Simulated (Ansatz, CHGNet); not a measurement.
For zinc-blende GaP, the machine-learned potential CHGNet 0.3.0 (trained on PBE and PBE+U data) gives:

```
Item                         Result
-------------------------  --------
elastic constant C11       99.6 GPa
elastic constant C44       23.4 GPa
polycrystal shear modulus  16.7 GPa
```

What does B3LYP (VWN-RPA form) in Ansatz (PAW) give for the same quantities?


- elastic constant C11: 132 GPa (increases by 33 %)
- elastic constant C44: 69.7 GPa (increases by 200 %)
- Voigt–Reuss–Hill shear modulus: 56.3 GPa (grows by 240 %)

For comparison: elastic constant C11 140 GPa (measured, temperature not stated, no zero-point or thermal correction; as tabulated in Råsander and Moram (2015), arXiv:1505.02379); elastic constant C44 70 GPa (measured, temperature not stated, no zero-point or thermal correction; as tabulated in Råsander and Moram (2015), arXiv:1505.02379).

Changes are worked out from the printed values.

Unless a cell is named, each level is at its own relaxed cell (CHGNet 0.3.0 20.82, B3LYP (VWN-RPA form) 21.15 Å³/atom).

Ansatz's density-functional and Hartree–Fock values are scalar-relativistic unless marked +SOC, with PAW data made under PBE.

Ansatz is a quantum-chemistry and plane-wave program.
